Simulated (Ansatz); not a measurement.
Cadmium, hcp: convergence with the plane-wave cutoff

Computed with Ansatz, LDA, scalar-relativistic PAW, on the relaxed cell (a = 2.882 Å, c = 5.638 Å (c/a = 1.957); spin not included). Errors count from a run at 420 eV on a Γ-centred 21×21×9 mesh with Fermi-Dirac smearing of 0.1 eV, extrapolated to zero width. Fixed here: mesh 13×13×6, Fermi-Dirac width 0.1 eV. The pressure holds a Pulay correction and is unreliable far below the recommended cutoff. The SCF starts from atomic densities corrected by a trained network.

| cutoff (eV) | E(σ→0) error (meV/atom) | P (GPa) | SCF iterations |
| --- | --- | --- | --- |
| 150 | 79484.9 | -31.39 | 9 |
| 200 | 13030.3 | 1.01 | 8 |
| 250 | 1615.5 | 1.08 | 7 |
| 300 | 129.9 | 0.16 | 6 |
| 350 | 3.1 | 0.07 | 6 |
| 420 | -1.4 | 0.07 | 6 |
| 500 | -2.2 | 0.07 | 6 |
| 600 | -2.7 | 0.07 | 6 |
| 800 | -3.3 | 0.07 | 6 |

Within 5 meV/atom of the last row: from 420 eV on.
